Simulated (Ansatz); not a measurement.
```yaml
crystal:
  periodic: [false, false, false]
  atoms:
    - {symbol: C, position_ang: [-0.370129, -2.043624, 1.532244]}
    - {symbol: C, position_ang: [0.742465, -0.111073, -0.827698]}
    - {symbol: F, position_ang: [2.745989, -1.323091, -2.628669]}
    - {symbol: C, position_ang: [-0.027783, 2.649874, -1.333032]}
    - {symbol: F, position_ang: [1.020258, 4.289949, -3.462214]}
    - {symbol: F, position_ang: [-1.964670, 4.093423, 0.266860]}
    - {symbol: H, position_ang: [1.438124, -2.771785, 2.941774]}
    - {symbol: H, position_ang: [-1.410959, -3.998698, 0.593588]}
    - {symbol: H, position_ang: [-1.978597, -0.887057, 2.879530]}
basis:
  gaussian: {orbitals: STO-3G}
hamiltonian: {xc: {name: revPBE}}
scf: {lower_state_search: off}
output: {forces: true}
```

```sh
$ ansatz run in.yaml --threads 4 --pin off --events-out ev --progress --plain --max-ram 10444MiB
```

Output, abridged:

```
Functional definition: revPBE
417 factors; integrals over basis functions are off by at most 4.6e-5 eV
mean field evaluation 1: about -11022.4093 eV, gradient 6.3e1 eV
mean field evaluation 2: about -9912.2334 eV, gradient 3.0e1 eV
mean field evaluation 4: about -10935.1242 eV, gradient 6.6e1 eV
mean field evaluation 8: about -11102.9785 eV, gradient 9.2e0 eV
mean field evaluation 16: about -11104.4002 eV, gradient 6.7e-3 eV
mean field -11104.40016141 eV, -408.0791790991 hartree, gradient 3.0e-6 eV, S^2 0.000000; 0 other end points of the search recorded, 0 dependent functions left out
reference -11104.40019288 eV, -408.0791802556 hartree; 24, 24 occupied and 9, 9 virtual orbitals, 417 factors
Total energy: -11104.40019288 eV, -408.0791802556 hartree
Atom 0 at    -0.370129    -2.043624     1.532244 Å, force    -0.593477    -1.114455     1.302203 eV/Å
Atom 1 at     0.742465    -0.111073    -0.827698 Å, force     0.110510     0.762293    -0.532017 eV/Å
Atom 2 at     2.745989    -1.323091    -2.628669 Å, force    -0.949963     0.591751     0.845010 eV/Å
Atom 3 at    -0.027783     2.649874    -1.333032 Å, force     0.121589    -0.273748    -0.004683 eV/Å
Atom 4 at     1.020258     4.289949    -3.462214 Å, force    -0.510927    -0.849647     1.064150 eV/Å
Atom 5 at    -1.964670     4.093423     0.266860 Å, force     0.926133    -0.717501    -0.750756 eV/Å
Atom 6 at     1.438124    -2.771785     2.941774 Å, force    -1.934805     0.772794    -1.489812 eV/Å
Atom 7 at    -1.410959    -3.998698     0.593588 Å, force     1.100386     2.079894     1.011786 eV/Å
Atom 8 at    -1.978597    -0.887057     2.879530 Å, force     1.730554    -1.251379    -1.445881 eV/Å
Dipole moment:     0.082025     0.262409    -0.236585 e Å
Checks for a lower state left out: stability, starts, cluster_reference, orbital_swaps, neighbouring_geometries, increment
```

Something in this input is off. What?

The geometry is stretched to more than twice its size. The run converged. The result belongs to that input, not to the molecule as meant.
